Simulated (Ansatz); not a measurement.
Results of PBEsol (Ansatz, a program for electronic structure, PAW) for hcp Tl.

Numerical settings: plane-wave cutoff 500 eV, 24×24×14 k mesh (along the axes of the cell as run), Fermi–Dirac smearing 0.1 eV, scalar-relativistic PAW data made under PBE.

Computed at the level's own relaxed cell.

Q: Predict the equilibrium volume per atom, lattice parameter a and c axis length.

A: 
- equilibrium volume per atom: 28.64 Å³/atom
- lattice parameter a: 3.475 Å
- c axis length: 5.479 Å

Measured, for comparison: lattice constant a 3.457 Å, lattice parameter c 5.525 Å (293 K, no zero-point or thermal correction; as tabulated in Wikipedia's data pages). Computed (rounded) less measured: lattice constant a +0.5 %, lattice parameter c -0.8 %. A static lattice is as a rule a little smaller and stiffer than an uncorrected measurement, which narrows the difference in the lattice parameter c and would widen misses of the other sign.

Spin–orbit coupling is not included; it can shift volumes and moduli of such heavy elements.

Computed values are for the static lattice.
